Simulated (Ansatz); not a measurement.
C$_{2}$H$_{3}$ClFN (`C/N=C(/F)Cl`). The species carries charge 0 and has multiplicity 1.

Z-matrix (Å, degrees):
```
C
N 1 1.434
H 1 1.094 2 113.8
H 1 1.092 2 108.7 3 -121.9
H 1 1.092 2 108.7 3 121.9
C 2 1.232 1 123.4 3 -0.2
Cl 6 1.735 2 128.9 1 -0.0
F 6 1.319 2 121.5 1 180.0
```

(1) Give the diagnostics of a CCSD(T)/def2-TZVPP run (frozen core, Ansatz 0.2.0). (Best estimate.)

Answers

(1) Ansatz gave: T1 = 0.0125, largest single amplitude 0.028, largest double 0.070, (T) share of the correlation energy 4.1 %, 9 CCSD cycles. The RHF solution is stable towards an unrestricted one. T1 lies under the customary mark of 0.02 for closed shells.
